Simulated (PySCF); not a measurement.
**Electronic absorption of tetracyclo[2.2.0.02,6.03,5]hexane**

Species: tetracyclo[2.2.0.02,6.03,5]hexane, C6H6.
Atom-mapped SMILES: `[C@H:1]12[C@@H:2]3[C@H:3]1[C@@H:4]1[C@H:5]2[C@H:6]31` (hydrogens: H7 on C1; H8 on C2; H9 on C3; H10 on C4; H11 on C5; H12 on C6)

Theory: PySCF 2.14.0, density-fitted response routines, TDDFT CAM-B3LYP/def2-SVPD, vertical, gas phase, core orbitals frozen in the response. Isolated species at its GFN2-xTB geometry, gas phase.

Predict the UV-vis stick spectrum at this level.

| state | E (eV) | ν̃ (cm⁻¹) | f | main configurations (H = HOMO, L = LUMO) |
| --- | --- | --- | --- | --- |
| S1 | 6.77 | 54610 | 0.0001 | H-1/H→L+1 (86%), H-1/H→L+7 (12%) |
| S2 | 6.77 | 54620 | 0.0001 | H-1/H→L+1 (86%), H-1/H→L+7 (12%) |
| S3 | 6.80 | 54840 | 0.0000 | H-1/H→L (≥86%) |
| S4 | 6.80 | 54850 | 0.0000 | H-1/H→L (≥86%) |
| S5 | 7.06 | 56960 | 0.0000 | H-1/H→L+2 (≥48%), H-1/H→L+3 (≥32%) |
| S6 | 7.15 | 57630 | 0.0008 | H-1/H→L+3 (≥46%), H-1/H→L+2 (≥34%) |
| S7 | 7.16 | 57750 | 0.0000 | H-1/H→L+3 (≥44%), H-1/H→L+2 (≥31%) |
| S8 | 7.16 | 57750 | 0.0000 | H-1/H→L+3 (≥41%), H-1/H→L+2 (≥35%) |

Triplets (Tamm–Dancoff): T1 6.49 eV, H-1/H→L+6 (≥80%); T2 6.49 eV, H-1/H→L+6 (≥80%).

The lowest singlet level (S1/S2) lies at 6.77 eV (183 nm, vacuum ultraviolet) and is dark (f under 0.0005). The largest oscillator strength of a single state is 0.0008. S1/S2, S3/S4 and S7/S8 lie within about 0.01 eV of each other in each set; the point group D3h has degenerate representations, and within a degenerate level the listed configurations can mix freely. Löwdin shares by element: HOMO (one of a set within 0.03 eV) carbon 74% or more (atoms not listed hold the other 26%); LUMO carbon 36% or more (atoms not listed hold the other 64%). The oscillator strengths of these states sum to 0.001; summed over the whole spectrum of an exact calculation they would give the number of electrons, 42 (Thomas–Reiche–Kuhn). The listed states span 0.39 eV, and the widest gap between neighbours is 0.26 eV (S4 to S5). Orbitals of the list HOMO-3 to LUMO+2 that lie within 0.01 eV of each other are written together with a slash and their weights summed (≥ marks a lower bound); for degenerate orbitals outside that list single weights are arbitrary. The window holds the lowest 8 singlets.
